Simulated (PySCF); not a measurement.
# Complete the spectrum of C5H9P

C5H9P.
InChI=1S/C5H9P/c1-6-4-2-3-5-6/h2,4H,3,5H2,1H3

Method used: TDDFT CAM-B3LYP/def2-SVPD, vertical, gas phase, core orbitals frozen in the response (PySCF 2.14.0, density-fitted response routines). The structure is a single GFN2-xTB conformer in the gas phase; no vibrational or solvent corrections.

Lowest singlets, with some entries withheld (?).

```tsv
state	λ (nm)	f	main configurations (H = HOMO, L = LUMO)
S1	226.7	0.085	H→L (90%)
S2	193.3	0.018	H→L+1 (77%)
S3	193.1	0.046	H→L+2 (64%), H→L+5 (14%), H→L+1 (9%)
S4	181.1	0.123	H-1→L (79%)
S5	?	0.053	H→L+3 (55%), H→L+4 (15%), H→L+5 (10%)
S6	?	0.020	H-1→L+1 (35%), H→L+5 (18%), H→L+3 (16%)
S7	?	0.023	H→L+4 (46%), H→L+5 (22%), H→L+6 (12%)
S8	?	0.015	H-2→L (66%)
```

Problem. Fill in the withheld entries.

Solution. 
- S5: λ = 177.6 nm
- S6: λ = 170.9 nm
- S7: λ = 167.5 nm
- S8: λ = 164.8 nm

Problem. How far apart are S2 and S6, in eV and cm⁻¹?

Solution. 7.255 − 6.413 = 0.842 eV, or about 6800 cm⁻¹.

Problem. What is the mean static polarisability from the same response equations?

Solution. 81.0 au (12.00 Å³), with principal values 71.0, 77.8 and 94.2 au.

Problem. Where do the lowest triplets lie (Tamm–Dancoff)?

Solution. T1 4.11 eV, H→L (50%), H-1→L (26%); T2 5.26 eV, H-1→L (25%), H→L (23%), H→L+5 (14%); T3 5.30 eV, H→L+2 (43%), H-1→L (12%), H→L+5 (10%). E(S1) − E(T1) = +1.36 eV.
